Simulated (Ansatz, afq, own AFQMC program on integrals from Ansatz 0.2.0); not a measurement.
# Where AFQMC and coupled cluster stand for CHAl, triplet

| atom | x (Å) | y (Å) | z (Å) |
| --- | --- | --- | --- |
| Al | 0.0000 | 0.0000 | 0.4914 |
| C | 0.0000 | 0.0000 | -2.5836 |
| H | 0.0000 | 0.0000 | 2.0923 |

Connectivity, by distances: AlH ··· C.

Basis 6-31G. Noble-gas cores (and the filled d shells of Ga–Kr and In–Xe) are frozen. Ansatz 0.2.0 and our own AFQMC program on the same integrals; the CISD trial comes from CCSD amplitudes, and released means the phaseless constraint is let go. Error bars are statistical, one sigma.

Determinant: UHF, the one that the program's search chose, which needn't be the lowest solution. The geometry is a point of a scan.

Full CI on the same integrals is exact in this basis and with this determinant's frozen core.

Cautions: lower spins were not checked; the released energies have errors that jump between times, so the bars are unsure, so no released level is given (meV from the phaseless value at times in 1/Eh: -84 ± 79 at 0.24, -5.2 ± 1.6 at 0.51, -6 ± 3 at 0.99, -9.8 ± 1.9 at 1.62, -13.1 ± 1.9 at 2.40).

* T1 diagnostic: 0.0255
* weight of the determinant in the CISD state: 0.893
* ⟨S²⟩ of the determinant: 2.012
* size of the correlated space: 8 electrons in 18 orbitals

```json
{"level": "MP2", "correlation energy (eV)": "-1.5378"}
{"level": "CCSD", "correlation energy (eV)": "-2.3645"}
{"level": "CCSD(T)", "correlation energy (eV)": "-2.4092"}
```

Q: Estimate where full CI lies against CCSD(T) on the same integrals.

A: 3.6 kJ/mol below CCSD(T).

Reference: full CI, correlation energy -2.447 eV.

```
        level  E − E(reference) (kJ/mol)  share of correlation (%)
      CCSD(T)                        3.6                     98.46
        CCSDT                        0.6                     99.76
     CCSDT(Q)                        0.2                     99.93
       CCSDTQ                        0.0                     99.99
ph-AFQMC/CISD                  2.1 ± 0.2                     99.10
```

CCSDT and higher add their correlation energy to the determinant of the CCSD(T) run, since their own runs factorise the integrals more tightly (a shift of under 2 meV). A walk keeps the symmetry of its determinant, which the program's search chose and which needn't be the lowest solution, so a lower state of the same spin and another symmetry isn't excluded.
